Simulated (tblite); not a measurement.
# How well do the runs reproduce experiment for F2OS?

**Experimental background.**

CRC Handbook of Chemistry and Physics lists, for the gas at 298.15 K: standard entropy 278.7 J/(mol K).

The results are set against them at the end.

F₂OS.
SMILES with atom numbers: `[O:1]=[S:2]([F:3])[F:4]`

Cartesian coordinates in Å at the GFN2-xTB level; atoms count from 1:
```xyz
4
F2OS angstrom
O      1.3927   -0.1008   -0.1697
S      0.1600   -0.0103    0.5083
F     -0.6835    1.2548   -0.1813
F     -0.8590   -1.1389   -0.1802
```

GFN2-xTB wavenumbers (cm⁻¹, harmonic, unscaled, at the method's own geometry): 252, 322, 412, 617, 694, 1305. Point group Cs, symmetry number 1. Entropy at 298.15 K and 1 bar in J/(mol K): translation 164.4, rotation 102.6, vibration 19.7.

**Comparison with experiment**

**Standard entropy at 298.15 K.** Measured: 278.7 J/(mol K) (298.15 K; CRC Handbook of Chemistry and Physics).

```
                                        level  computed (J/(mol K))  computed − measured (J/(mol K))  % (from the printed values)
GFN2-xTB, rigid rotor and harmonic oscillator                 286.7                             +8.0                           +3
```

Ideal gas at 1 bar, most abundant isotopes; table values of this kind come from calorimetry or from spectroscopic constants.

The geometry is computed, not the measured one. Where a level misses, the cause wasn't examined.
